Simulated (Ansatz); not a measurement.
## Defect calculation, host HfSiO₄

Level of theory: DFT PBE, scalar-relativistic, plane waves, PAW in Ansatz 0.2.0. Settings: 420 eV cutoff, 2×2×2 k-mesh, shifted by half a step, Gaussian smearing of 0.01 eV, collinear spin in charge +1, -1 alone.

Host crystal, relaxed:

```yaml
crystal:
  lattice:
    - [-3.32275, 3.32275, 3.00722]
    - [3.32275, -3.32275, 3.00722]
    - [3.32275, 3.32275, -3.00722]
  atoms:
    - { symbol: Hf, position: [0.75000, 0.25000, 0.50000] }
    - { symbol: Hf, position: [0.00000, 0.00000, 0.00000] }
    - { symbol: Si, position: [0.25000, 0.75000, 0.50000] }
    - { symbol: Si, position: [0.50000, 0.50000, 0.00000] }
    - { symbol: O, position: [0.13474, 0.31893, 0.81581] }
    - { symbol: O, position: [0.06893, 0.75313, 0.68419] }
    - { symbol: O, position: [0.50313, 0.31893, 0.18419] }
    - { symbol: O, position: [0.06893, 0.38474, 0.31581] }
    - { symbol: O, position: [0.61526, 0.93107, 0.68419] }
    - { symbol: O, position: [0.68107, 0.86526, 0.18419] }
    - { symbol: O, position: [0.24687, 0.93107, 0.31581] }
    - { symbol: O, position: [0.68107, 0.49687, 0.81581] }
```

Supercell of 48 atoms, rows in host cell vectors: -2 -1 -1; 1 2 1; 1 0 -1. Atoms relax at the host's cell, keeping the symmetry that the supercell leaves at the site. The cell is small, so energies carry finite-size errors of tenths of an eV. The host's Kohn–Sham gap is 5.31 eV. Atoms are taken from and returned to the elements' standard states. Charged cells are corrected for image charges with the computed static dielectric tensor (mean 12.6) and aligned with the host's potential at far atoms (alignment terms reach 0.38 eV; the program doubts the alignment in some charges, where it is up to 0.38 eV). No band-filling term is added, and the Fermi level counts from the host's valence band top.

Spin-orbit coupling is left out, which matters for the bands and energies of heavy elements.

The defect is a foreign atom on a Si site at (0.250, 0.750, 0.500) of the host cell.

```tsv
charge	E_f at the valence band top (eV)	over the neutral state (eV)	moment (μB)	largest move (Å)	atoms near the site
+1	6.16	0.20	0.50	0.30	4 O at 1.91 Å
0	5.96	0.00	0.00	0.30	4 O at 1.90 Å
-1	10.39	4.43	1.00	0.39	4 O at 1.99 Å
```

Among the charges computed the stable one is 0 at the valence band top, changing to -1 at 4.43 eV. In charge +1 the extra carrier would gain by moving to a band edge of the host, so it isn't bound in the gap, though by less than the errors named above. In charge +1 the cell has partly filled bands: a level of the defect may be part filled, the carrier may sit in the host's bands, or levels may cross between the k points, so transitions that involve it are doubtful. Without the alignment that the program doubts, the level (+1/0) would lie at 0.01 eV, inside the gap, so these runs don't decide whether the defect changes charge there. Fractional moments come from partly filled bands of the small cell.

(1) Which element is it? Judge by the nearest distance in charge 0 and covalent radii.
A. Ba
B. Sn
C. H
D. Sr
E. W

Results:

(1) B. The nearest neighbour is O at 1.90 Å, and the summed covalent radii with O are 2.81 Å for Ba, 0.97 Å for H, 2.05 Å for Sn, 2.61 Å for Sr, 2.28 Å for W, so Sn fits best. Bonds can miss such sums by a tenth of an ångström or more.